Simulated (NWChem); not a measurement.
# Correlation energy of P (+1)

```
P
```
Charge +1, spin multiplicity 3.

Program: NWChem.

Basis set: cc-pVTZ. Each correlation energy counts from its own Hartree-Fock reference.

The correlated methods keep 5 core orbitals frozen. No SCF solution was tested for a lower state. Open-shell Hartree-Fock references start from PBE0 orbitals. Coupled-cluster values serve here as a point of comparison, not as the truth.

**Question.** One of these methods gave a correlation energy of -90.4 mHa. Which?
A. SCS-UMP2
B. CCSD(T) on UHF
C. CCSDT on ROHF
D. URI-MP2

**Answer.** C, CCSDT on ROHF. The others give -62.4 (URI-MP2), -65.8 (SCS-UMP2), -84.8 (CCSD(T) on UHF).
